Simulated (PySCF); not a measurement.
## Functional dependence of a UV spectrum

Species: CS.
Numbering: `[C-:1]#[S+:2]`

Structure used (PBE0-D3(BJ)/def2-SVP), in Å, numbered top down from 1:
```
atom  x, y, z in Å
C1     0.768    0.000    0.000
S2    -0.768    0.000    0.000
```

Linear-response calculations in the def2-SVPD basis (PySCF; singlets by full response, triplets Tamm–Dancoff, core orbitals frozen in the response; HF means time-dependent Hartree–Fock). 'Strongest' is the level of largest summed f among the singlets computed (10 roots, of which the last may lack a degenerate partner); it can jump between rows when another state enters that window. S1 is the lowest singlet of each run and needn't be the same state throughout; f(S1) is that of one state. Geometry: PBE0-D3(BJ)/def2-SVP; no solvent, vibrations or thermal averaging.

```tsv
functional	kind	S1 (eV)	f(S1)	strongest (eV)	T1 (eV)	HOMO (eV)	gap (eV)	ionisation energy, ΔSCF (eV)
LDA	LDA	4.69	0.006	8.93	3.28	-7.47	3.86	11.53
PBE	GGA	4.76	0.005	8.88	3.19	-7.43	3.99	11.35
B3LYP	global hybrid, 20% exact exchange	4.82	0.006	9.12	3.26	-8.72	6.08	11.55
PBE0	global hybrid, 25% exact exchange	4.82	0.006	9.35	3.17	-8.98	6.56	11.45
BHandHLYP	global hybrid, 50% exact exchange	4.87	0.006	9.88	3.23	-10.46	9.19	11.49
CAM-B3LYP	range-separated hybrid	4.87	0.006	9.56	3.30	-10.46	9.27	11.61
wB97X-D	range-separated hybrid	4.89	0.006	9.76	3.41	-11.00	10.41	11.57
LC-wPBE	range-separated hybrid	4.91	0.006	10.29	3.25	-11.94	11.89	11.57
HF	Hartree–Fock	4.92	0.007	8.73	3.04	-12.74	14.17	not settled
```

S1 runs from 4.69 eV (LDA) to 4.92 eV (HF), a spread of 0.23 eV, while the orbital gap spreads over 10.3 eV. −ε(HOMO) comes closest to its own ΔSCF ionisation energy with LC-wPBE (+0.37 eV) and misses most with LDA (-4.06 eV). 'Not settled' means that the ion's SCF failed to converge or may have ended in another state than the lowest.
